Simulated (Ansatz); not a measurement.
# BF (singlet): from Hartree-Fock to the top rungs, cc-pVTZ

An exercise on one series of results from a longer session: the logs are not shown, and one member is left open.

Program: Ansatz 0.2.0, Gaussian basis. Level of theory: cc-pVTZ, core rule «outside noble gas», up to 2 orbitals frozen. These are calculated values, not measurements.

To be run: UHF; CCSD(T) on RHF; BCCD(T) on RHF; CISD; CCSDT(Q) on RHF.

12 further runs of the same task are left out: 2 for a known fault of the program, 3 that didn't finish, 7 set aside as unsound or not needed.

## The geometry

The geometry is a PBE0/def2-TZVP stationary point (not a proven minimum).

2 atoms, charge 0, spin multiplicity 1.

Atoms are counted from 1 here; the program's logs count them from 0.

Bond lengths: B1–F2 1.263 Å.

Set-up of the first run:

in.yaml

```yaml
crystal:
  periodic: [false, false, false]
  atoms:
    - {symbol: B, position_ang: [0.000000, 0.000000, 0.000000]}
    - {symbol: F, position_ang: [0.000000, 0.000000, 1.263100]}
basis:
  gaussian: {orbitals: cc-pVTZ}
magnetization: {spin_polarized: true, initial_magnetization: 0}
hamiltonian: {xc: hf}
output: {orbitals: {seedname: orbitals}}
```

On the command line:

```
$ ansatz run in.yaml --threads 1 --pin off --events-out ev --progress --plain --max-ram 2393MiB
```

Steps of the session up to this table: UHF; CCSD(T) on RHF; BCCD(T) on RHF; CISD; CCSDT(Q) on RHF.

One table of the session follows, with a row left open; its other results are not shown here.

It belongs to the step «Misses and costs». 

| method | from RCCSDT(Q) (meV) |
| --- | --- |
| RHF | ? |
| RMP2 | +651.9 |
| CISD | +899.7 |
| RCCSD | +318.1 |
| RCCSD(T) | +19.8 |
| BCCD(T) | +14.3 |
| RCCSDT | +13.2 |
| RCCSDT(Q) | 0 |

**Question.** Estimate the row for RHF.

**Answer.** from RCCSDT(Q) (meV): +9435.0. In the column «from RCCSDT(Q) (meV)» it is the highest.

With the free atoms at the same levels and basis (separate runs), the atomisation energy is 7.713 eV at RCCSDT(Q), 7.711 eV at RCCSD(T), 5.939 eV at RHF.
